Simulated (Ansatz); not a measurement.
C4H4ClN (`Clc1ccc[nH]1`). Charge 0, multiplicity 1. The geometry is a stationary point of PBE0-D4/def2-TZVP.

```xyz
10

Cl    2.052   -1.771   -0.673
C     0.763   -0.713   -0.328
C    -0.395   -0.466   -1.015
C    -1.102    0.508   -0.267
C    -0.353    0.814    0.838
N     0.786    0.061    0.790
H    -0.690   -0.933   -1.940
H    -2.060    0.936   -0.517
H    -0.533    1.500    1.649
H     1.531    0.064    1.463
```

(1) What is the dipole moment at B3LYP/def2-TZVPP? (Best estimate.)

(2) And with PBE, r2SCAN, ωB97M-V? (Best estimate.)

(3) Give the Mulliken charges with B3LYP, r2SCAN, PBE in def2-TZVPP. (Best estimate.)

Answers

(1) The calculation gave: 1.77 D, with components (0.27, 0.89, 1.51) D in this frame, pointing from negative to positive charge.

(2) Computed: PBE 1.76 D, r2SCAN 1.80 D, ωB97M-V 1.79 D.

(3) Ansatz gave: 
```tsv
atom	B3LYP	r2SCAN	PBE
Cl1	-0.09	-0.09	-0.09
C2	0.10	0.12	0.07
C3	-0.18	-0.18	-0.17
C4	-0.18	-0.15	-0.15
C5	-0.08	-0.06	-0.11
N6	-0.13	-0.14	-0.08
H7	0.13	0.11	0.11
H8	0.13	0.11	0.12
H9	0.15	0.13	0.13
H10	0.16	0.17	0.17
```

B3LYP here is the variant with VWN-RPA as its local correlation; programs differ in this.
